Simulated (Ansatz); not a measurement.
```yaml
crystal:
  periodic: [false, false, false]
  atoms:
    - {symbol: Ge, position_ang: [0.000000, 0.000000, 0.000000]}
    - {symbol: Na, position_ang: [0.000000, 0.000000, 2.604000]}
basis:
  gaussian: {orbitals: def2-TZVP}
total_charge: 1
magnetization: {spin_polarized: true, initial_magnetization: 2}
hamiltonian: {xc: pbe0}
relax: {f_tol: 0.004, max_steps: 80}
```

```sh
$ ansatz run in.yaml --threads 1 --pin off --events-out ev --progress --plain --max-ram 2176MiB
```

Steps of the relaxation (energy above the last step; positions in Å, forces in eV/Å):

```
2
step 1, 309.7 meV
Ge    0.000    0.000    0.000    0.000    0.000   -1.403
Na    0.000    0.000    2.604    0.000    0.000    1.403
```

```
2
step 2, 106.6 meV
Ge    0.000    0.000   -0.103    0.000    0.000   -0.650
Na    0.000    0.000    2.707    0.000    0.000    0.650
```

```
2
step 3, 27.5 meV
Ge    0.000    0.000   -0.191    0.000    0.000   -0.273
Na    0.000    0.000    2.795    0.000    0.000    0.273
```

```
2
step 7, 0.0 meV
Ge    0.000    0.000   -0.304    0.000    0.000    0.001
Na    0.000    0.000    2.908    0.000    0.000   -0.001
```

Close pairs at the end: Ge1–Na2 3.212 Å.

A stationary point of unrestricted PBE0 after 7 steps, with ⟨S²⟩ = 2.003 against 2.00 for a pure state. 19 s on 1 thread of Intel Xeon Platinum 8559C, shared host.
